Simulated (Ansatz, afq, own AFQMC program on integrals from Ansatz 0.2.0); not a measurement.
# Where AFQMC and coupled cluster stand for SiGeS, triplet

```yaml
atoms:
  - { symbol: Ge, position_ang: [0.2752, 0.0000, 1.3339] }
  - { symbol: Si, position_ang: [-0.8213, 0.0000, -0.7026] }
  - { symbol: S, position_ang: [0.0960, 0.0000, -2.4063] }
```

Connectivity, by distances: Ge–Si–S.

Basis cc-pVDZ. Only valence electrons are correlated. Integrals, coupled cluster, full CI and functionals: Ansatz 0.2.0; the random walks run on the same integrals in our own AFQMC program. The CISD trial takes its coefficients from CCSD amplitudes. Released means that phaseless walkers are propagated on without the constraint, phases kept. ± is one standard error of the sampling. No spin–orbit coupling.

Determinant: ROHF, the one that the program's search chose, which needn't be the lowest solution. The geometry is a point of a scan.

No full CI on the walks' own integrals is used here; CCSDT(Q) serves as the reference and is uncertain by about the last step of the cluster series.

Cautions: no relativity below Rb; no spin-orbit coupling; inner d shell frozen; lower spins were not checked; higher spins were not checked; a spin-contaminated unrestricted determinant lies lower (UHF 256 meV lower, ⟨S²⟩ 2.18); the released energies are still falling, so no released level is given (meV from the phaseless value at times in 1/Eh: 35 ± 30 at 0.24, 11 ± 22 at 0.51, 14 ± 23 at 0.99, -17 ± 26 at 1.62, -77 ± 36 at 2.40), though the last usable value meets CCSDT(Q) within the noise.

- T1 diagnostic: 0.0361
- weight of the determinant in the CISD state: 0.795
- size of the correlated space: 14 electrons in 39 orbitals

Reference: CCSDT(Q), correlation energy -8.757 eV.

```csv
level,E − E(reference) (kcal/mol),share of correlation (%)
HF,201.95,0.00
MP2,31.77,84.27
CCSD,12.38,93.87
CCSD(T),2.12,98.95
CCSDT,0.91,99.55
ph-AFQMC/CISD,1.03 ± 0.69,99.49
```

A walk keeps the symmetry of its determinant, which the program's search chose and which needn't be the lowest solution, so a lower state of the same spin and another symmetry isn't excluded.
